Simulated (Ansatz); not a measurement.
A geometry optimisation of CH2O2+ with B3LYP/6-31G*

The starting geometry of this gas-phase doublet was optimised with GFN2-xTB.

```xyz
5

C     0.5370    0.9153    1.4644
O     0.5436    1.7115    0.6305
O     0.3787   -0.4775    1.3551
H     0.1002   -0.9189    0.4971
H     0.2074   -0.9673    2.1957
```

Task: Predict what it relaxes into with B3LYP/6-31G*.

Result: It loosens into H2O + CO, which stay close as a complex (formulas without charges). Contacts that open: C1–O3 (1.41 → 1.87 Å).

The energy falls by 0.19 eV over 25 steps:

```tsv
step	E − E(last) (eV)
1	0.186
4	0.042
6	0.014
9	0.008
12	0.007
14	0.006
17	0.003
20	0.001
22	0.000
25	0.000
```

Final geometry (Å):

```yaml
atoms:
  - { symbol: C, position_ang: [0.1700, 1.1183, 1.1680] }
  - { symbol: O, position_ang: [0.8500, 1.9664, 0.8602] }
  - { symbol: O, position_ang: [0.5439, -0.7093, 1.2559] }
  - { symbol: H, position_ang: [-0.1301, -1.1401, 0.6707] }
  - { symbol: H, position_ang: [0.3330, -0.9721, 2.1880] }
```

No frequencies were run, so the end isn't proven a minimum. Open shells are spin-unrestricted. Run with Ansatz 0.2.0, 2.5 min on 1 thread of AMD EPYC (Zen 3), on a shared host.
